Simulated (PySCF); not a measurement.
Gas-phase reaction: 6 C₃H₆ (propylene) = C₆H₆ + 3 C₄H₁₀ (isobutane)

Method: PySCF energies plus ideal-gas RRHO corrections (1 bar). Table values come from the NASA 1993 polynomials. † marks an energy on the PBE0/def2-TZVP geometry and frequencies; other levels use their own. MP2 freezes the core. 6-31G* has spherical d functions here. All species are closed-shell singlets. B3LYP is the form with VWN-RPA correlation. MP2 isn't extrapolated to the basis-set limit; its ΔH°(298 K) is -533.1 kJ in def2-SVP and -505.1 kJ in def2-TZVPP. The harmonic model lacks anharmonicity and excited electronic states, which grow with temperature; levels with a mode under 35 cm⁻¹ are left out. Internal rotation in C₃H₆ (propylene), C₄H₁₀ (isobutane) is treated as a harmonic vibration of one conformer, which makes the entropy rough.

| level | ΔH°(298 K), kJ | minus table | ΔG°(800 K), kJ |
|---|---|---|---|
| table | -440.4 | - | -86.2 |
| B3LYP/6-31G* | -441.9 | -1.5 | -87.4 |
| B3LYP/def2-TZVP† | -374.3 | 66.1 | -21.2 |
| M06-2X/def2-TZVP† | -450.1 | -9.7 | -97.0 |
| MP2/def2-TZVPP† | -505.1 | -64.7 | -152.0 |
| PBE/def2-SVP | -475.4 | -35.0 | -118.8 |
| PBE0/def2-TZVP | -469.4 | -29.0 | -116.2 |
| ωB97M-V/def2-TZVP† | -451.4 | -11.0 | -98.2 |
| ωB97X-V/def2-TZVP† | -475.3 | -34.9 | -122.1 |
